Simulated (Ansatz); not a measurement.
**BNH6: small, medium and large basis sets**

Aim: see how fast density functionals and correlated methods converge with the basis set for BNH6.

The runs use Ansatz 0.2.0, Gaussian basis; one geometry, several basis sets.

The runs, in order: PBE0-D4/def2-SVP; ωB97M-V/def2-SVP; PBE0-D4/def2-QZVPP; ωB97M-V/def2-QZVPP; CCSD(T)/cc-pV(D+d)Z; CCSD(T)/cc-pV(T+d)Z; CCSD(T)/cc-pV(Q+d)Z; the functionals' def2-TZVPP values are taken from earlier runs.

## 1. Structure used throughout

The geometry comes from an earlier relaxation with PBE0-D4 in a triple-zeta def2 set; it is a stationary point, not always the lowest conformer.

SMILES `[BH3-][NH3+]`, 8 atoms, charge 0, spin multiplicity 1.

Atoms are counted from 1 here; the program's logs count them from 0.

Bond lengths: B1–N2 1.639 Å, B1–H3 1.212 Å, B1–H4 1.212 Å, B1–H5 1.212 Å, N2–H6 1.015 Å, N2–H7 1.015 Å, N2–H8 1.015 Å. Angles: N2–B1–H3 105.3°, N2–B1–H4 105.3°, N2–B1–H5 105.3°, H3–B1–H4 113.3°, H3–B1–H5 113.3°, H4–B1–H5 113.3°, B1–N2–H6 110.9°, B1–N2–H7 110.9°, B1–N2–H8 110.9°, H6–N2–H7 108.0°, H6–N2–H8 108.0°, H7–N2–H8 108.0°.

As a file:

```xyz
8
charge 0, multiplicity 1
B    -0.19131    0.25078   -0.77540
N     0.20651   -0.25511    0.73171
H    -0.07816   -0.72838   -1.48097
H    -1.33257    0.64969   -0.68724
H     0.60440    1.12659   -1.03843
H     0.14075    0.50698    1.39874
H     1.15657   -0.61127    0.75526
H    -0.41399   -0.99648    1.04053
```

## 2. PBE0-D4 in def2-SVP

Contents of in.yaml:

```yaml
crystal:
  periodic: [false, false, false]
  atoms:
    - {symbol: B, position_ang: [-0.191313, 0.250782, -0.775402]}
    - {symbol: N, position_ang: [0.206511, -0.255108, 0.731709]}
    - {symbol: H, position_ang: [-0.078155, -0.728377, -1.480965]}
    - {symbol: H, position_ang: [-1.332573, 0.649687, -0.687235]}
    - {symbol: H, position_ang: [0.604395, 1.126591, -1.038429]}
    - {symbol: H, position_ang: [0.140754, 0.506981, 1.398737]}
    - {symbol: H, position_ang: [1.156575, -0.611274, 0.755256]}
    - {symbol: H, position_ang: [-0.413994, -0.996481, 1.040529]}
basis:
  gaussian: {orbitals: def2-SVP}
hamiltonian: {xc: pbe0, dispersion: d4}
output: {orbitals: {seedname: orbitals}}
```

Launch:

```bash
ansatz run in.yaml --threads 2 --pin off --events-out ev --progress --plain --max-ram 32768MiB --backend cpu
```

Output:

```text
Functional definition: PBE0
  name "PBE0"
  cite "Adamo & Barone, J. Chem. Phys. 110, 6158 (1999) doi:10.1063/1.478522"
  cite "Perdew, Burke & Ernzerhof, Phys. Rev. Lett. 77, 3865 (1996) doi:10.1103/PhysRevLett.77.3865"
  parent pbe
  parameter a = 0.25
  parameter kappa = 0.804
  parameter beta = 0.06672455060314922
  exchange = (1 - a)*pbe_x(kappa = kappa, mu = beta*pi^2/3) + a*exact_x
  correlation = pbe_c(beta = beta)
674 factors; their error is unknown
mean field evaluation 1: about -2255.6909 eV, gradient 4.0e1 eV
mean field evaluation 2: about -2255.2997 eV, gradient 4.4e1 eV
mean field evaluation 4: about -2259.6591 eV, gradient 9.7e-1 eV
mean field evaluation 8: about -2259.6533 eV, gradient 1.5e-1 eV
mean field -2259.65334851 eV, -83.0407289095 hartree, gradient 1.5e-5 eV, S^2 0.000000; 0 other end points of the search recorded, 0 dependent functions left out
reference -2259.65337156 eV, -83.0407297568 hartree; 9, 9 occupied and 49, 49 virtual orbitals, 674 factors
Total energy: -2259.71217799 eV, -83.0428908533 hartree
```

Run time: 0.71 s. Hardware: 2 threads, shared host.

## 3. ωB97M-V in def2-SVP

in.yaml, as its differences from that of step 2:

```diff
@@ -13,3 +13,3 @@
   gaussian: {orbitals: def2-SVP}
-hamiltonian: {xc: pbe0, dispersion: d4}
+hamiltonian: {xc: {name: wB97M-V}}
 output: {orbitals: {seedname: orbitals}}
```

Same command.

Output (excerpt; [...] marks lines left out):

```text
Functional definition: wB97M-V
  name "wB97M-V"
  cite "Mardirossian & Head-Gordon, J. Chem. Phys. 144, 214110 (2016) doi:10.1063/1.4952647"
  cite "Becke, J. Chem. Phys. 107, 8554 (1997) doi:10.1063/1.475007"
  cite "Vydrov & Van Voorhis, J. Chem. Phys. 133, 244103 (2010) doi:10.1063/1.3521275"
  # Of w^i u^j: cxij and so on, Table III.
[...]
  gx(w, u) = 1 - cx + cx01*u + cx10*w
  gss(w, u) = css00 + css04*u^4 + css10*w + css20*w^2 + css43*w^4*u^3
  gos(w, u) = cos00 + cos10*w + (cos20 + cos21*u)*w^2 + (cos60 + cos61*u)*w^6
[...]
      + integral(e_c_pw_mod_opposite_spin*gos(b97_w_opposite, b97_u_opposite)) + vv10(b, c)
674 factors; their error is unknown
196 factors; integrals over basis functions are off by at most 1.2e-5 eV
[...]
mean field -2260.80013442 eV, -83.0828725146 hartree, gradient 1.1e-5 eV, S^2 0.000000; 0 other end points of the search recorded, 0 dependent functions left out
reference -2260.80016925 eV, -83.0828737947 hartree; 9, 9 occupied and 49, 49 virtual orbitals, 674 factors
Total energy: -2260.80016925 eV, -83.0828737947 hartree
```

It took 2.1 s on 2 threads, shared host.

## 4. PBE0-D4 in def2-QZVPP

in.yaml, as its differences from that of step 3:

```diff
@@ -12,4 +12,4 @@
 basis:
-  gaussian: {orbitals: def2-SVP}
-hamiltonian: {xc: {name: wB97M-V}}
+  gaussian: {orbitals: "def2-QZVPP.json"}
+hamiltonian: {xc: pbe0, dispersion: d4}
 output: {orbitals: {seedname: orbitals}}
```

The command is unchanged.

Output:

```text
Functional definition: PBE0
  name "PBE0"
  cite "Adamo & Barone, J. Chem. Phys. 110, 6158 (1999) doi:10.1063/1.478522"
  cite "Perdew, Burke & Ernzerhof, Phys. Rev. Lett. 77, 3865 (1996) doi:10.1103/PhysRevLett.77.3865"
  parent pbe
  parameter a = 0.25
  parameter kappa = 0.804
  parameter beta = 0.06672455060314922
  exchange = (1 - a)*pbe_x(kappa = kappa, mu = beta*pi^2/3) + a*exact_x
  correlation = pbe_c(beta = beta)
760 factors; their error is unknown
mean field evaluation 1: about -2256.4252 eV, gradient 5.2e1 eV
mean field evaluation 2: about -2254.2591 eV, gradient 6.1e1 eV
mean field evaluation 4: about -2262.4501 eV, gradient 2.0e0 eV
mean field evaluation 8: about -2262.4606 eV, gradient 3.1e-2 eV
mean field -2262.45888420 eV, -83.1438304448 hartree, gradient 4.7e-5 eV, S^2 0.000000; 0 other end points of the search recorded, 0 dependent functions left out
reference -2262.45892020 eV, -83.1438317678 hartree; 9, 9 occupied and 285, 285 virtual orbitals, 760 factors
Total energy: -2262.51772664 eV, -83.1459928643 hartree
```

Run time: 4.1 s. Hardware: 2 threads, shared host; peak memory 0.6 GiB.

## 5. ωB97M-V in def2-QZVPP

in.yaml, as its differences from that of step 4:

```diff
@@ -13,3 +13,3 @@
   gaussian: {orbitals: "def2-QZVPP.json"}
-hamiltonian: {xc: pbe0, dispersion: d4}
+hamiltonian: {xc: {name: wB97M-V}}
 output: {orbitals: {seedname: orbitals}}
```

Launched as before.

Output (excerpt; [...] marks lines left out):

```text
Functional definition: wB97M-V
  name "wB97M-V"
  cite "Mardirossian & Head-Gordon, J. Chem. Phys. 144, 214110 (2016) doi:10.1063/1.4952647"
  cite "Becke, J. Chem. Phys. 107, 8554 (1997) doi:10.1063/1.475007"
  cite "Vydrov & Van Voorhis, J. Chem. Phys. 133, 244103 (2010) doi:10.1063/1.3521275"
  # Of w^i u^j: cxij and so on, Table III.
[...]
  gx(w, u) = 1 - cx + cx01*u + cx10*w
  gss(w, u) = css00 + css04*u^4 + css10*w + css20*w^2 + css43*w^4*u^3
  gos(w, u) = cos00 + cos10*w + (cos20 + cos21*u)*w^2 + (cos60 + cos61*u)*w^6
[...]
      + integral(e_c_pw_mod_opposite_spin*gos(b97_w_opposite, b97_u_opposite)) + vv10(b, c)
760 factors; their error is unknown
257 factors; integrals over basis functions are off by at most 1.0e-5 eV
[...]
mean field -2263.80063703 eV, -83.1931389518 hartree, gradient 5.9e-5 eV, S^2 0.000000; 0 other end points of the search recorded, 0 dependent functions left out
reference -2263.80069232 eV, -83.1931409837 hartree; 9, 9 occupied and 285, 285 virtual orbitals, 760 factors
Total energy: -2263.80069232 eV, -83.1931409837 hartree
```

It took 9 s on 2 threads, shared host; peak memory 0.74 GiB.

## 6. Functionals by basis

The def2-TZVPP values come from earlier runs at the same geometry.

```csv
functional,basis,functions,energy (eV),from the largest (eV),HOMO (eV),LUMO (eV)
PBE0-D4,def2-SVP,58,-2259.7122,2.806,-7.62,0.61
PBE0-D4,def2-TZVPP,146,-2262.3696,0.148,-7.79,-0.03
PBE0-D4,def2-QZVPP,294,-2262.5177,0.000,-7.80,-0.29
ωB97M-V,def2-SVP,58,-2260.8002,3.001,-9.92,2.22
ωB97M-V,def2-TZVPP,146,-2263.6596,0.141,-10.15,1.34
ωB97M-V,def2-QZVPP,294,-2263.8007,0.000,-10.17,0.91
```

## 7. CCSD(T) in cc-pV(D+d)Z

in.yaml, as its differences from that of step 5:

```diff
@@ -12,4 +12,3 @@
 basis:
-  gaussian: {orbitals: "def2-QZVPP.json"}
-hamiltonian: {xc: {name: wB97M-V}}
-output: {orbitals: {seedname: orbitals}}
+  gaussian: {orbitals: "cc-pV(D+d)Z.json"}
+correlation: {method: ccsd_t}
```

Same command.

Output (excerpt; [...] marks lines left out):

```text
Functional definition: HF
  name "HF"
  cite "Fock, Z. Phys. 61, 126 (1930) doi:10.1007/BF01340294"
  parent pbe
[...]
521 factors; integrals over basis functions are off by at most 1.3e-3 eV
[...]
mean field -2248.30789077 eV, -82.6237910280 hartree, gradient 1.0e-5 eV, S^2 0.000000; 0 other end points of the search recorded, 0 dependent functions left out
2 core orbitals not correlated: weight in the atoms' cores, before any rotation towards them, 1.000 or more for the frozen orbitals, at most 0.000 for the correlated occupied ones
reference -2248.30789077 eV, -82.6237910280 hartree; 7, 7 occupied and 49, 49 virtual orbitals, 521 factors
second order -8.11208952 eV of doubles, -0.00000000 eV of singles
cycle   1  -8.81781147 eV  change   -7.1e-1 eV  update   5.7e-2
[...]
cycle   8  -9.10492237 eV  change   -1.8e-6 eV  update   5.5e-6
perturbative correction -0.19866821 eV, -0.0073009222 hartree
Total energy: -2257.61148135 eV, -82.9656916757 hartree
```

Run time: 1.3 s. Hardware: 2 threads, shared host.

## 8. CCSD(T) in cc-pV(T+d)Z

in.yaml, as its differences from that of step 7:

```diff
@@ -12,3 +12,4 @@
 basis:
-  gaussian: {orbitals: "cc-pV(D+d)Z.json"}
+  gaussian: {orbitals: "cc-pV(T+d)Z.json"}
 correlation: {method: ccsd_t}
+output: {orbitals: {seedname: orbitals}}
```

Launched as before.

Output (excerpt; [...] marks lines left out):

```text
Functional definition: HF
  name "HF"
  cite "Fock, Z. Phys. 61, 126 (1930) doi:10.1007/BF01340294"
  parent pbe
[...]
806 factors; integrals over basis functions are off by at most 8.3e-4 eV
[...]
mean field -2249.09320145 eV, -82.6526506633 hartree, gradient 1.2e-6 eV, S^2 0.000000; 0 other end points of the search recorded, 0 dependent functions left out
2 core orbitals not correlated: weight in the atoms' cores, before any rotation towards them, 1.000 or more for the frozen orbitals, at most 0.000 for the correlated occupied ones
reference -2249.09320145 eV, -82.6526506633 hartree; 7, 7 occupied and 135, 135 virtual orbitals, 806 factors
second order -10.00710377 eV of doubles, -0.00000000 eV of singles
cycle   1  -10.54611478 eV  change   -5.4e-1 eV  update   5.8e-2
[...]
cycle   8  -10.83902596 eV  change   -3.1e-7 eV  update   7.6e-6
perturbative correction -0.33920252 eV, -0.0124654626 hartree
Total energy: -2260.27142993 eV, -83.0634429830 hartree
```

Run time: 10 s. Hardware: 2 threads, shared host; peak memory 0.89 GiB.

## 9. CCSD(T) in cc-pV(Q+d)Z

in.yaml, as its differences from that of step 8:

```diff
@@ -12,4 +12,3 @@
 basis:
-  gaussian: {orbitals: "cc-pV(T+d)Z.json"}
+  gaussian: {orbitals: "cc-pV(Q+d)Z.json"}
 correlation: {method: ccsd_t}
-output: {orbitals: {seedname: orbitals}}
```

Launch:

```bash
ansatz run in.yaml --threads 2 --pin off --events-out ev --progress --plain --max-ram 32768MiB --backend cuda --devices 0, --max-vram 18GiB
```

Output (excerpt; [...] marks lines left out):

```text
Functional definition: HF
  name "HF"
  cite "Fock, Z. Phys. 61, 126 (1930) doi:10.1007/BF01340294"
  parent pbe
[...]
1663 factors; integrals over basis functions are off by at most 9.4e-4 eV
[...]
mean field -2249.25489820 eV, -82.6585929090 hartree, gradient 8.8e-7 eV, S^2 0.000000; 0 other end points of the search recorded, 0 dependent functions left out
2 core orbitals not correlated: weight in the atoms' cores, before any rotation towards them, 1.000 or more for the frozen orbitals, at most 0.000 for the correlated occupied ones
reference -2249.25489820 eV, -82.6585929090 hartree; 7, 7 occupied and 281, 281 virtual orbitals, 1663 factors
second order -10.63619777 eV of doubles, -0.00000000 eV of singles
cycle   1  -11.04373096 eV  change   -4.1e-1 eV  update   5.8e-2
[...]
cycle   8  -11.34587090 eV  change    2.4e-6 eV  update   8.8e-6
perturbative correction -0.37391016 eV, -0.0137409450 hartree
Total energy: -2260.97467926 eV, -83.0892869190 hartree
```

It took 45 s on 1 × H100 (card shared with other runs) with 2 threads, shared host; peak host memory 0.82 GiB.

The pieces so far (eV):

```csv
basis,HF,MP2 correlation,CCSD correlation,(T),total
cc-pV(D+d)Z,-2248.3079,-8.1121,-9.1049,-0.1987,-2257.6115
cc-pV(T+d)Z,-2249.0932,-10.0071,-10.8390,-0.3392,-2260.2714
cc-pV(Q+d)Z,-2249.2549,-10.6362,-11.3459,-0.3739,-2260.9747
```

## 10. The basis-set limit

This step is arithmetic on the last runs, with X = 3 and 4: exp(−5.46√X) for Hartree-Fock, X^−3.05 for correlation.

```csv
level,energy at the limit (eV)
HF,-2249.3036
MP2,-2260.3877
CCSD,-2261.0103
CCSD(T),-2261.4089
```

```csv
basis,HF above its limit (eV),share of the MP2 correlation limit (%)
cc-pV(D+d)Z,0.996,73.2
cc-pV(T+d)Z,0.210,90.3
cc-pV(Q+d)Z,0.049,96.0
```

## 11. Summary of results

| quantity | value |
| --- | --- |
| MP2 correlation recovered, cc-pV(D+d)Z | 73.2 % |
| MP2 correlation recovered, cc-pV(T+d)Z | 90.3 % |
| MP2 correlation recovered, cc-pV(Q+d)Z | 96.0 % |
| CCSD(T) limit from def2 sets (earlier runs) less the limit of this series | 8 meV |
| PBE0-D4: double and triple zeta above quadruple | 2.81, 0.15 eV |
| ωB97M-V: double and triple zeta above quadruple | 3.00, 0.14 eV |

In words: PBE0-D4 gains 2.66 eV from double to triple zeta, then 0.15 eV more. In cc-pV(D+d)Z MP2 holds 73 % of its limit, in cc-pV(Q+d)Z 96 %, while Hartree-Fock is within 0.049 eV in the largest set. A limit from the def2 sets, made apart, differs by 8 meV, a least measure of the doubt on such a limit. These are total energies; as a rule much of such shifts cancels in differences, which this series doesn't test. The LUMO of ωB97M-V is positive and keeps falling with the basis (2.22 to 0.91 eV): an unbound level that the basis holds in place.

For PBE0-D4 the largest set took about 6 times as long as the smallest (4.1 s against 0.71 s).
